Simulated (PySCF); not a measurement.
Molecule: `CPC`, C2H7P.

Atoms are numbered as in `[CH3:1][PH:2][CH3:3]` (H(Xn): hydrogen on atom n).

Geometry PBE0-D3(BJ)/def2-SVP throughout; GIAO in PySCF, gas phase, one conformer, non-relativistic; equivalent atoms averaged; functional PBE0.

Problem. How do the shifts δ (against TMS, H3PO4 at the same level) depend on the basis set? (ppm; last column core-seconds on 1 thread of an Arm Neoverse V1, shared host)

Solution. 
```csv
basis set,functions,C1/C3,P2,H(P2),H(C1)/H(C3),core-s
pcSseg-0,45,9.2,-194.6,3.52,0.91,2.2
cc-pVDZ,81,10.0,-103.7,3.13,0.97,3.9
aug-cc-pVDZ,136,10.6,-115.0,3.35,1.13,7.2
IGLO-III,184,10.0,-116.2,3.41,1.08,9.7
cc-pVTZ,192,9.8,-123.5,3.36,1.04,11
```

Problem. Which nucleus moves most, in ppm?

Solution. P2 (phosphorus bonded to 2 C, H): from -194.6 ppm with pcSseg-0 to -103.7 ppm with cc-pVDZ. The smallest spread is 0.22 ppm, at H(C1)/H(C3). Proton shifts span only some 12 ppm, so a few tenths of a ppm matter as much there as several ppm in carbon.

Problem. Taking the largest basis, cc-pVTZ (192 functions), as the yardstick, rank the others by their worst heavy-atom deviation.

Solution. IGLO-III 7.3 ppm (184 functions), aug-cc-pVDZ 8.4 ppm (136 functions), cc-pVDZ 19.8 ppm (81 functions), pcSseg-0 71.1 ppm (45 functions).

A small basis that lands close on one nucleus may do so by chance; judge by the trend and by all nuclei.
